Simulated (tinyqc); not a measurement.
MP2 on RHF in the sto-6g basis, frozen core, for CH3-, spin multiplicity 1, step by step (part 2 of 2). The basis has no diffuse functions, so it cannot describe the extra electron: this is an exercise in the method, not the real anion. Computed by tinyqc, a small Python program that keeps every step (integrals from PySCF). Command: `OMP_NUM_THREADS=1 python tinyqc.py 29509 29510 out.jsonl` (the two numbers bound the seeds that draw the settings). One thread of a shared host (Intel(R) Xeon(R) Processor @ 2.60GHz), about 0.3 s of CPU time with the checks.

Geometry (angstrom):
```
atom,x,y,z
C,0.000000,0.000000,0.065000
H,1.035000,0.000000,0.000000
H,-0.517000,0.896000,0.000000
H,-0.517000,-0.896000,0.000000
```

## Integrals over molecular orbitals

coefficients C:
```
,MO1,MO2,MO3,MO4,MO5,MO6,MO7,MO8
1C 1s,0.994842,-0.203281,0.000000,-0.000018,-0.018641,-0.226683,0.000340,0.000000
1C 2s,0.025400,0.540744,0.000000,0.000151,0.091803,1.575580,-0.002868,0.000000
1C 2px,-0.000003,-0.000132,0.000000,0.461635,-0.000016,0.001770,1.230152,0.000000
1C 2py,0.000000,0.000000,0.461644,0.000000,0.000000,0.000000,0.000000,1.230701
1C 2pz,-0.000990,-0.022745,0.000000,0.000011,0.996212,-0.112106,0.000209,0.000000
2H 1s,-0.005370,0.267960,0.000000,0.569564,-0.019667,-0.770728,-1.026381,0.000000
3H 1s,-0.005375,0.268247,0.493051,-0.284572,-0.019667,-0.768979,0.515139,-0.890519
4H 1s,-0.005375,0.268247,-0.493051,-0.284572,-0.019667,-0.768979,0.515139,0.890519
```

core Hamiltonian H = T + V (hartree), lower triangle:
```
,1C 1s,1C 2s,1C 2px,1C 2py,1C 2pz,2H 1s,3H 1s,4H 1s
1C 1s,-19.470684
1C 2s,-4.483681,-6.144473
1C 2px,0.000012,0.000048,-5.226062
1C 2py,0.000000,0.000000,0.000000,-5.226308
1C 2pz,0.003717,0.034902,-0.000008,0.000000,-5.019955
2H 1s,-1.351033,-2.871058,-2.291617,0.000000,0.152957,-4.041222
3H 1s,-1.352688,-2.873194,1.145834,-1.985839,0.153107,-0.890933,-4.042611
4H 1s,-1.352688,-2.873194,1.145834,1.985839,0.153107,-0.890933,-0.891210,-4.042611
```

Given earlier and not repeated: Two-electron integrals (ij|kl) in chemists' order.

(pq|rs) = sum C_ip C_jq C_kr C_ls (ij|kl), one index at a time.

one-electron integrals over orbitals h = C^T H C (hartree), lower triangle:
```
,1,2,3,4,5,6,7,8
1,-19.455690
2,0.369010,-4.937780
3,0.000000,0.000000,-4.454032
4,0.000043,0.000220,0.000000,-4.453351
5,0.032126,-0.019635,0.000000,-0.000025,-5.015558
6,0.412134,-1.005554,0.000000,-0.001959,0.052296,-3.912678
7,-0.000633,0.001673,0.000000,-0.979126,-0.000074,-0.000574,-4.208730
8,0.000000,0.000000,-0.979168,0.000000,0.000000,0.000000,0.000000,-4.208551
```

Two-electron integrals over orbitals (pq|rs), unique and non-zero (hartree); the lowest 1 orbital is frozen and left out:
```
p,q,r,s,(pq|rs)
2,2,2,2,0.498996
3,2,3,2,0.127556
3,3,2,2,0.485577
3,3,3,3,0.538946
4,2,2,2,-0.000102
4,2,3,3,-0.067185
4,2,4,2,0.127438
4,3,3,2,-0.067172
4,3,4,3,0.053278
4,4,2,2,0.485440
4,4,3,3,0.432197
4,4,4,2,0.067250
4,4,4,4,0.538982
5,2,2,2,-0.005796
5,2,3,3,-0.002371
5,2,4,2,-1.33e-07
5,2,4,4,-0.002371
5,2,5,2,0.083685
5,3,3,2,-0.000776
5,3,4,3,0.001301
5,3,5,3,0.019802
5,4,2,2,1.52e-06
5,4,3,3,0.001303
5,4,4,2,-0.000776
5,4,4,4,-0.001303
5,4,5,2,0.000006
5,4,5,4,0.019794
5,5,2,2,0.529985
5,5,3,3,0.485569
5,5,4,2,-0.000030
5,5,4,4,0.485501
5,5,5,2,0.016463
5,5,5,4,0.000006
5,5,5,5,0.674668
6,2,2,2,0.067243
6,2,3,3,0.037651
6,2,4,2,0.000039
6,2,4,4,0.037621
6,2,5,2,-0.003284
6,2,5,4,0.000006
6,2,5,5,0.134632
6,2,6,2,0.079756
6,3,3,2,-0.042311
6,3,4,3,0.041676
6,3,5,3,0.001891
6,3,6,3,0.060491
6,4,2,2,0.000170
6,4,3,3,0.041842
6,4,4,2,-0.042399
6,4,4,4,-0.041703
6,4,5,2,0.000009
6,4,5,4,0.001896
6,4,5,5,0.000243
6,4,6,2,0.000182
6,4,6,4,0.060657
6,5,2,2,-0.009432
6,5,3,3,-0.003861
6,5,4,2,0.000013
6,5,4,4,-0.003848
6,5,5,2,0.074234
6,5,5,4,0.000043
6,5,5,5,0.004191
6,5,6,2,-0.010164
6,5,6,4,-0.000007
6,5,6,5,0.074318
6,6,2,2,0.487607
6,6,3,3,0.478234
6,6,4,2,0.000302
6,6,4,4,0.478523
6,6,5,2,-0.012524
6,6,5,4,-3.12e-06
6,6,5,5,0.520561
6,6,6,2,0.055771
6,6,6,4,2.66e-06
6,6,6,5,-0.015746
6,6,6,6,0.499360
7,2,2,2,-0.000110
7,2,3,3,0.020563
7,2,4,2,0.009064
7,2,4,4,-0.020680
7,2,5,2,1.52e-06
7,2,5,4,0.003539
7,2,5,5,-0.000223
7,2,6,2,-0.000075
7,2,6,4,0.044036
7,2,6,5,0.000020
7,2,6,6,-0.000055
7,2,7,2,0.052325
7,3,3,2,0.050766
7,3,4,3,-0.023316
7,3,5,3,-0.001222
7,3,6,3,-0.029857
7,3,7,3,0.036182
7,4,2,2,0.066142
7,4,3,3,0.064652
7,4,4,2,-0.050636
7,4,4,4,0.018133
7,4,5,2,0.006380
7,4,5,4,0.001221
7,4,5,5,0.117759
7,4,6,2,0.074190
7,4,6,4,0.029943
7,4,6,5,-0.000789
7,4,6,6,0.048048
7,4,7,2,0.004447
7,4,7,4,0.110456
7,5,2,2,0.000008
7,5,3,3,-0.003743
7,5,4,2,0.008499
7,5,4,4,0.003761
7,5,5,2,-0.000120
7,5,5,4,0.018499
7,5,5,5,-0.000008
7,5,6,2,0.000021
7,5,6,4,-0.002027
7,5,6,5,-0.000076
7,5,6,6,0.000046
7,5,7,2,0.003058
7,5,7,4,-0.003217
7,5,7,5,0.024641
7,6,2,2,-0.000038
7,6,3,3,-0.058080
7,6,4,2,0.110418
7,6,4,4,0.058229
7,6,5,2,0.000024
7,6,5,4,-0.000983
7,6,5,5,0.000030
7,6,6,2,0.000072
7,6,6,4,-0.040021
7,6,6,5,0.000033
7,6,6,6,0.000336
7,6,7,2,0.006303
7,6,7,4,-0.049701
7,6,7,5,0.007573
7,6,7,6,0.110327
7,7,2,2,0.515612
7,7,3,3,0.471380
7,7,4,2,0.023437
7,7,4,4,0.535360
7,7,5,2,0.003069
7,7,5,4,-0.001810
7,7,5,5,0.550144
7,7,6,2,0.077628
7,7,6,4,-0.034067
7,7,6,5,-0.001904
7,7,6,6,0.515908
7,7,7,2,-0.029067
7,7,7,4,0.074391
7,7,7,5,0.000285
7,7,7,6,0.021520
7,7,7,7,0.593576
8,2,3,2,0.009009
8,2,4,3,0.020629
8,2,5,3,0.003540
8,2,6,3,0.044034
8,2,7,3,-0.004710
8,2,8,2,0.052317
8,3,2,2,0.066075
8,3,3,3,0.018158
8,3,4,2,0.050665
8,3,4,4,0.064720
8,3,5,2,0.006383
8,3,5,4,-0.001217
8,3,5,5,0.117753
8,3,6,2,0.074203
8,3,6,4,-0.029715
8,3,6,5,-0.000777
8,3,6,6,0.048329
8,3,7,2,-0.004753
8,3,7,4,0.042811
8,3,7,5,0.003222
8,3,7,6,0.049842
8,3,7,7,0.086904
8,3,8,3,0.110515
8,4,3,2,0.050690
8,4,4,3,-0.023246
8,4,5,3,-0.001219
8,4,6,3,-0.029759
8,4,7,3,0.031697
8,4,8,2,-0.004638
8,4,8,4,0.036075
8,5,3,2,0.008505
8,5,4,3,-0.003747
8,5,5,3,0.018501
8,5,6,3,-0.002020
8,5,7,3,0.003225
8,5,8,2,0.003056
8,5,8,4,0.003222
8,5,8,5,0.024641
8,6,3,2,0.110410
8,6,4,3,-0.057991
8,6,5,3,-0.000978
8,6,6,3,-0.039813
8,6,7,3,0.049848
8,6,8,2,0.006339
8,6,8,4,0.049780
8,6,8,5,0.007575
8,6,8,6,0.110223
8,7,3,2,-0.023969
8,7,4,3,0.032246
8,7,5,3,0.001816
8,7,6,3,0.034393
8,7,7,3,-0.006541
8,7,8,2,0.028914
8,7,8,4,-0.006482
8,7,8,5,-0.000316
8,7,8,6,-0.021851
8,7,8,7,0.034572
8,8,2,2,0.515676
8,8,3,3,0.535588
8,8,4,2,-0.023813
8,8,4,4,0.471158
8,8,5,2,0.003070
8,8,5,4,0.001818
8,8,5,5,0.550190
8,8,6,2,0.077692
8,8,6,4,0.034521
8,8,6,5,-0.001903
8,8,6,6,0.515826
8,8,7,2,0.028798
8,8,7,4,0.087026
8,8,7,5,-0.000302
8,8,7,6,-0.021733
8,8,7,7,0.524785
8,8,8,3,0.074221
8,8,8,8,0.593789
```

## Second-order Moller-Plesset energy

orbital energies (hartree): MO1 -10.514340, MO2 -0.429026, MO3 -0.110148, MO4 -0.109936, MO5 0.221007, MO6 1.144485, MO7 1.288323, MO8 1.289038

Hartree-Fock energy = -39.18480072 hartree

E2 = sum_ijab (ia|jb) [2 (ia|jb) - (ib|ja)] / (e_i + e_j - e_a - e_b) over occupied i, j and virtual a, b; the opposite-spin part is (ia|jb)^2 / denominator, the rest is same-spin, and SCS-MP2 scales them by 6/5 and 1/3.

Terms (the 40 largest of 74):
```
i,j,a,b,(ia|jb),(ib|ja),denominator,term
3,3,8,8,0.110515,0.110515,-2.798372,-0.004365
4,4,7,7,0.110456,0.110456,-2.796517,-0.004363
5,5,6,6,0.074318,0.074318,-1.846957,-0.002990
3,2,8,6,0.074203,0.044034,-2.972696,-0.002605
2,3,6,8,0.074203,0.044034,-2.972696,-0.002605
4,2,7,6,0.074190,0.044036,-2.971769,-0.002605
2,4,6,7,0.074190,0.044036,-2.971769,-0.002605
2,2,6,6,0.079756,0.079756,-3.147021,-0.002021
4,4,6,6,0.060657,0.060657,-2.508842,-0.001467
3,3,6,6,0.060491,0.060491,-2.509266,-0.001458
4,3,7,8,0.042811,0.031697,-2.797444,-0.000825
3,4,8,7,0.042811,0.031697,-2.797444,-0.000825
2,2,7,7,0.052325,0.052325,-3.434697,-0.000797
2,2,8,8,0.052317,0.052317,-3.436127,-0.000797
3,3,7,7,0.036182,0.036182,-2.796941,-0.000468
4,4,8,8,0.036075,0.036075,-2.797947,-0.000465
4,4,7,6,0.029943,0.029943,-2.652680,-0.000338
4,4,6,7,0.029943,0.029943,-2.652680,-0.000338
3,3,6,7,-0.029857,-0.029857,-2.653104,-0.000336
3,3,7,6,-0.029857,-0.029857,-2.653104,-0.000336
3,4,6,8,-0.029759,-0.029715,-2.653607,-0.000334
4,3,8,6,-0.029759,-0.029715,-2.653607,-0.000334
4,3,6,8,-0.029715,-0.029759,-2.653607,-0.000332
3,4,8,6,-0.029715,-0.029759,-2.653607,-0.000332
5,5,7,7,0.024641,0.024641,-2.134632,-0.000284
5,5,8,8,0.024641,0.024641,-2.136062,-0.000284
3,4,7,8,0.031697,0.042811,-2.797444,-0.000233
4,3,8,7,0.031697,0.042811,-2.797444,-0.000233
2,4,7,6,0.044036,0.074190,-2.971769,-0.000206
4,2,6,7,0.044036,0.074190,-2.971769,-0.000206
3,2,6,8,0.044034,0.074203,-2.972696,-0.000205
2,3,8,6,0.044034,0.074203,-2.972696,-0.000205
5,2,6,6,-0.010164,-0.010164,-2.496989,-0.000041
2,5,6,6,-0.010164,-0.010164,-2.496989,-0.000041
2,3,7,8,-0.004753,-0.004710,-3.116534,-0.000007
3,2,8,7,-0.004753,-0.004710,-3.116534,-0.000007
3,2,7,8,-0.004710,-0.004753,-3.116534,-0.000007
2,3,8,7,-0.004710,-0.004753,-3.116534,-0.000007
4,2,8,8,-0.004638,-0.004638,-3.117037,-0.000007
2,4,8,8,-0.004638,-0.004638,-3.117037,-0.000007
```

Pair energies (hartree; pair i-j sums ij and ji):
```
pair,opposite spin,same spin
2-2,-0.003615,0
3-2,-0.005038,-0.000612
3-3,-0.006963,0
4-2,-0.005036,-0.000612
4-3,-0.003362,-0.000088
4-4,-0.006970,0
5-2,-0.000096,0
5-3,-0.000021,-1.33e-06
5-4,-0.000021,-1.32e-06
5-5,-0.003559,0
```

MP2 correlation energy = -0.03599575 hartree

SCS-MP2 correlation energy = -0.04205499 hartree

MP2 total energy = -39.22079647 hartree
